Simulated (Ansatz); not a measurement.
Results of PBEsol+SOC (Ansatz, a first-principles code, plane waves, PAW) for hcp Hf.

Numerical settings: plane-wave cutoff 520 eV, 18×18×12 k mesh (along the axes of the cell as run), Fermi–Dirac smearing 0.05 eV, PAW data made under PBE.

Results at a series of volumes:

```
V (Å³/atom)  E − E_lowest (meV/atom)  P (GPa)
-----------  -----------------------  -------
20.677                         12.98     4.97
21.107                          3.16     2.38
21.538                          0.00     0.01
21.969                          2.94    -2.16
22.400                         11.48    -4.15
```

Question: Estimate the bulk modulus from the pressures at 21.107 and 21.969 Å³/atom, and compare it with a fit to all energies.

Answer: B = −V dP/dV. Between V = 21.107 and 21.969 Å³/atom, dP/dV = (-2.16 − (2.38))/(21.969 − 21.107) = -5.27 GPa per Å³/atom; at the midpoint 21.538 Å³/atom this gives B ≈ 113 GPa. The third-order Birch–Murnaghan fit gives V0 = 21.539 Å³/atom, B0 = 113 GPa, B′ = 3.4, which lies within 1 % of that estimate.

Shape and atoms are relaxed at each volume.

Measured, for comparison: bulk modulus 110 GPa (zero-point energy and finite temperature contributions removed; as tabulated in doi:10.1021/acs.jctc.3c00612). Computed (rounded) less measured: bulk modulus +3 %.

Note: the bulk modulus comes from volumes at which shape and atoms were relaxed.

The computed numbers hold no vibrational or temperature effects.
